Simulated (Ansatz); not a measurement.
Total energies of the cluster Li₂N from Ansatz at r2SCAN-D4/def2-TZVP, gas phase (1 Eh = 27.2114 eV = 2625.5 kJ/mol). The reference geometry is relaxed at PBE0-D4/def2-TZVP.

```xyz
3

Li    0.800    1.488    0.456
Li   -0.796   -1.490   -0.456
N    -0.004    0.002    0.000
```

```
                 state                      geometry  energy (Eh)
      charge 0 doublet                     reference    -69.68237
      charge 1 triplet                     reference    -69.50042
      charge 0 quartet  relaxed at PBE0-D4/def2-TZVP    -69.65106
free Li atom (doublet)                             –     -7.47953
 free N atom (quartet)                             –    -54.58101
```

Q: Work out the vertical ionisation energy to the triplet.

A: E(charge 1 triplet) − E(charge 0 doublet) = -69.50042 − (-69.68237) = 0.18195 Eh = 4.95 eV. For comparison, −ε of the highest occupied level of the spin that leaves is 2.20 eV at this level, 2.75 eV less.

Q: Which of the charge 0 states is lowest, and how far above it are the others?

A: The doublet. quartet: -69.65106 − (-69.68237) = 0.03131 Eh = 82.2 kJ/mol.

Q: What is the binding energy per atom against free atoms?

A: Atoms: 2 × (-7.47953) + 1 × (-54.58101) = -69.54007 Eh. Binding: -69.54007 − (-69.68237) = 0.14230 Eh = 3.87 eV, or 1.29 eV for each of 3 atoms (no zero-point energy, no counterpoise term).

The structure comes from a short search, and lower isomers may exist.
